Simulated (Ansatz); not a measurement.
# AlH2+ (triplet): the correlation ladder at scale of all distances = 1.755, aug-cc-pVTZ

One table from this session's results is given with a row withheld; the runs are named, their logs left out.

Computed with Ansatz 0.2.0, Gaussian basis. Level: aug-cc-pVTZ, core rule «outside noble gas», up to 5 orbitals frozen.

To be run: UHF; CCSD(T) on ROHF; CCSD(T) on UHF; BCCD(T) on ROHF; CCSDT(Q) on ROHF; CCSDT(Q) on UHF; CASSCF and NEVPT2, 4 electrons in 6 orbitals; Full CI.

14 further runs of the same task are left out: 1 for a known fault of the program, 12 that didn't finish, 1 set aside as unsound or not needed.

**The geometry**

The geometry derives from a PBE0/def2-TZVP stationary point (not a proven minimum). All distances are scaled together.

3 atoms, charge 1, spin multiplicity 3.

Atoms are counted from 1 here; the program's logs count them from 0.

No contacts short enough for the rule that draws bonds.

As a file:

```
Al    0.0000    0.0000   -0.1792
H     0.0000    1.5788    2.3982
H     0.0000   -1.5788    2.3982
```

The first run:

The input, in.yaml:

```yaml
crystal:
  periodic: [false, false, false]
  atoms:
    - {symbol: Al, position_ang: [0.000000, 0.000000, -0.179177]}
    - {symbol: H, position_ang: [0.000000, 1.578761, 2.398200]}
    - {symbol: H, position_ang: [0.000000, -1.578761, 2.398200]}
basis:
  gaussian: {orbitals: aug-cc-pVTZ}
total_charge: 1
magnetization: {spin_polarized: true, initial_magnetization: 2}
hamiltonian: {xc: hf}
output: {orbitals: {seedname: orbitals}}
```

Command:

```sh
$ ansatz run in.yaml --threads 1 --pin off --events-out ev --progress --plain --max-ram 2393MiB
```

Steps of the session up to this table: UHF; CCSD(T) on ROHF; CCSD(T) on UHF; BCCD(T) on ROHF; CCSDT(Q) on ROHF; CCSDT(Q) on UHF; CASSCF and NEVPT2, 4 electrons in 6 orbitals; Full CI.

One of the session's tables, all rows but one given; the rest of the session is left out.

```
        method  from FCI (kcal/mol)
          ROHF               +26.93
           UHF               +26.63
          RMP2                +7.95
          UMP2                +8.00
         RCCSD                +0.22
         UCCSD                    ?
      RCCSD(T)                +0.06
      UCCSD(T)                +0.06
       BCCD(T)                +0.06
        RCCSDT                 0.00
        UCCSDT                 0.00
     RCCSDT(Q)                 0.00
     UCCSDT(Q)                 0.00
CASSCF valence                +3.84
NEVPT2 valence                +1.35
           FCI                    0
```

Q: Estimate the row for UCCSD from the others.

The run gave: from FCI (kcal/mol): +0.21. In the column «from FCI (kcal/mol)» it lies between BCCD(T) (+0.06) and RCCSD (+0.22).

To keep in mind: Levels on UHF freeze UHF's core orbitals, full CI those of ROHF, so the U rows can settle a little off it for that reason alone. Restricted and unrestricted rows rest on different reference determinants; where their highest levels disagree by more than a few hundredths of an eV, they describe different states and don't form one ladder.
